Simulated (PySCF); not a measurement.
C3H4ClF.
SMILES: `C=C(Cl)CF`

Computed, not measured: EOM-IP-CCSD/aug-cc-pVDZ in PySCF, restricted Hartree–Fock reference, frozen core, non-relativistic, gas phase, PBE0-D3(BJ)/def2-SVP geometry.

The vertical ionisation energies are 9.97, 11.70, 12.50, 13.06, 13.88, 14.27, 15.30, 17.02 eV.

Problem. Which Hartree–Fock orbital leads each hole, and what is its Koopmans value −ε?

Solution. 
```csv
leading hole (HF orbital),Koopmans (eV),EOM-IP-CCSD (eV),change (eV),one-hole share
HOMO,10.16,9.97,-0.19,0.96
HOMO-1,12.70,11.70,-1.00,0.96
HOMO-2,13.56,12.50,-1.06,0.95
HOMO-3,14.30,13.06,-1.24,0.95
HOMO-4,15.51,13.88,-1.63,0.94
HOMO-5,15.88,14.27,-1.61,0.95
HOMO-6,16.86,15.30,-1.56,0.95
HOMO-7,18.92,17.02,-1.90,0.93
```

Problem. Does the order of the lines follow the orbital energies?

Solution. Yes, no two lines change places. The corrections run from -1.90 to -0.19 eV, with a mean of -1.27 eV over the 8 lines; no line lies above its Koopmans value.

Problem. At what kinetic energies would He II light (40.81 eV) eject these electrons?

Solution. 30.84 eV (HOMO), 29.11 eV (HOMO-1), 28.31 eV (HOMO-2), 27.75 eV (HOMO-3), 26.93 eV (HOMO-4), 26.54 eV (HOMO-5), 25.51 eV (HOMO-6), 23.79 eV (HOMO-7).

One root was sought for each valence orbital with −ε under 21 eV, eight at most, so deeper holes and satellites are missing; no vibrational structure.

Conformer computed: `[CH2:1]=[C:2]([Cl:3])[CH2:4][F:5]`: C1–C2–C4–F5 0°.

One conformer stands for the species.
